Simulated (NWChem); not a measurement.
ethylamine (C2H7N); SMILES C(C)N

```xyz
10

C      0.2571    -1.2343    -0.0367
C     -0.5506     0.0489     0.0217
N      0.3151     1.2090    -0.0768
H     -0.3946    -2.1209    -0.0138
H      0.8637    -1.2647    -0.9543
H      0.9463    -1.3085     0.8212
H     -1.1887     0.0307     0.9329
H     -1.2496     0.0726    -0.8321
H     -0.2323     2.0670    -0.0657
H      0.9301     1.2564     0.7345
```
Atoms are numbered in this order, from 1.

Level: PBE0/def2-SVP (NWChem), optimised geometry, unscaled harmonic frequencies. 

Q: List the harmonic frequencies with IR intensities, and the thermochemistry.

A: 
| frequency (cm⁻¹) | IR intensity (km/mol) |
|---|---|
| 253 | 26.1 |
| 286 | 16.8 |
| 419 | 12.2 |
| 803 | 40.4 |
| 847 | 105.0 |
| 923 | 0.8 |
| 1010 | 0.9 |
| 1143 | 8.0 |
| 1149 | 20.3 |
| 1258 | 1.9 |
| 1329 | 7.2 |
| 1376 | 1.7 |
| 1433 | 24.3 |
| 1459 | 7.1 |
| 1473 | 2.0 |
| 1499 | 1.6 |
| 1638 | 25.1 |
| 2958 | 99.4 |
| 3052 | 17.6 |
| 3078 | 26.7 |
| 3141 | 30.2 |
| 3163 | 18.2 |
| 3533 | 0.5 |
| 3618 | 1.0 |

The zero-point energy is 58.4 kcal/mol and the thermal correction to the enthalpy at 298.15 K (with zero-point energy) is 61.7 kcal/mol. The heat capacity Cv is 14.2 cal/(mol K). The entropy at 298.15 K and 1 atm (symmetry number 1) is 64.7 cal/(mol K) and the dipole moment is 1.30 D.

Rigid rotor and harmonic oscillator.
